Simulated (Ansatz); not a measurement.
Basis-set extrapolation for `N[SiH3]` (PBE0-D4/def2-TZVP geometry, frozen core, Ansatz). Multiplicity 1, RHF reference.

|  | def2-TZVPP | def2-QZVPP |
| --- | --- | --- |
| HF | -346.350495 | -346.363001 |
| MP2 correlation | -0.352073 | -0.377471 |
| CCSD(T) correlation | -0.395286 | -0.417776 |

Energies in hartree. Use E(X) = E(∞) + A·exp(−7.88·√X) for Hartree–Fock and E(X) = E(∞) + B·X^(−2.97) for correlation, with X = 3 and 4.

Problem. What is the CCSD(T) energy at the basis-set limit?

Solution. HF limit: -346.363001 + (-0.012506) × 0.13774 = -346.36472. Correlation limit: -0.417776 + (-0.022490) × 0.74074 = -0.43444. Total: -346.79916 hartree, 140.1 kJ/mol below CCSD(T)/def2-TZVPP.
